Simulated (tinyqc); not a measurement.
Worked calculation: UHF in the sto-3g basis, for CH2, spin multiplicity 3. One step of it, computed by the program tinyqc.

Task: Iteration 2: DIIS coefficients. Solve [B -1; -1 0][c; lambda] = [0; -1] for the coefficients, which sum to one.

B (overlaps of the stored error matrices):
```
               1              2
1  1.0194168e+00  5.1276458e-01
2  5.1276458e-01  2.6453305e-01
```

Give: DIIS coefficients.

Result:

DIIS coefficients: -0.961  1.961
